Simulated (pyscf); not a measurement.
Elementary routes open to HO–SiH(OH)–OH (SMILES O[SiH](O)O) + HF (SMILES F) in the gas phase (singlet surface):
A. HO–Si(OH)(OH)–F (SMILES O[Si](O)(O)F) + H₂ (SMILES [H][H]) (H–Si, F–H broken; F–Si, H–H formed)
B. H₂O (SMILES O) + HO–SiH(OH)–F (SMILES O[SiH](O)F) (O–Si, F–H broken; H–O, F–Si formed)

Optimised with ωB97X-D3(BJ)/def2-SVP in PySCF.

Problem. Rank the routes by free-energy barrier at 600 K, lowest first, for ωB97M-D3(BJ)/def2-TZVP energies (ideal gas, 1 atm, RRHO with modes under 100 cm⁻¹ raised to 100, one conformer, R ln 2 for chiral ones without a mode under 150 cm⁻¹).

Solution. B (35.3 kcal/mol), A (46.2 kcal/mol)

Route B is the fastest of these, ahead of the next by 10.9 kcal/mol. The most stable products are those of A (ΔG = -32.6 kcal/mol), whose barrier is 10.9 kcal/mol higher: the kinetic and the thermodynamic product differ. At 1200 K B is still the fastest. A: On the reactant side the descent ends in a complex, 4.4 kcal/mol under the separated species and 28.8 kcal/mol under the saddle at ωB97X-D3(BJ)/def2-TZVP. B: On the reactant side the descent ends in a bound adduct, 10.9 kcal/mol under the separated species and 23.0 kcal/mol under the saddle at ωB97X-D3(BJ)/def2-TZVP. Only these routes are compared; each barrier is that of the saddle found, and lower ones may exist.
